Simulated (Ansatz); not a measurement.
Results of PBEsol (Ansatz, a program for electronic structure, plane waves, PAW) for 1T (CdI2-type) HfS2.

Numerical settings: plane-wave cutoff 520 eV, 12×12×6 k mesh (along the axes of the cell as run), Fermi–Dirac smearing 0.01 eV, scalar-relativistic PAW data made under PBE.

Response to compression and expansion:

Shape and atoms are relaxed at each volume.

| V (Å³/atom) | P (GPa) | direct gap at Γ (eV) | smallest gap on the k mesh (eV) | c (Å) |
|---|---|---|---|---|
| 21.246 | 0.94 | 1.803 | 0.728 | 5.757 |
| 21.688 | 0.39 | 1.887 | 0.830 | 5.845 |
| 22.131 | 0.01 | 1.942 | 0.927 | 5.941 |
| 22.573 | -0.24 | 1.948 | 0.958 | 6.042 |
| 23.016 | -0.38 | 1.952 | 0.981 | 6.150 |

The fundamental gap (0.92 eV at the equilibrium volume, with added k points) lies elsewhere than Γ–Γ.

Measured, for comparison: band gap 1.8 eV (temperature not stated, not corrected to a static lattice, fundamental, indirect, our sources range from 1.80 to 1.96; as tabulated in Rybak et al. (2022), arXiv:2210.12074).

Note: the cell comes from a level without a dispersion term, which matters for the spacing of layers, chains or molecules; the bulk modulus comes from volumes at which shape and atoms were relaxed; the cell has widely spaced layers and the level no dispersion term, so their spacing and the moduli can rest on weak binding.

Spin–orbit coupling is not included.
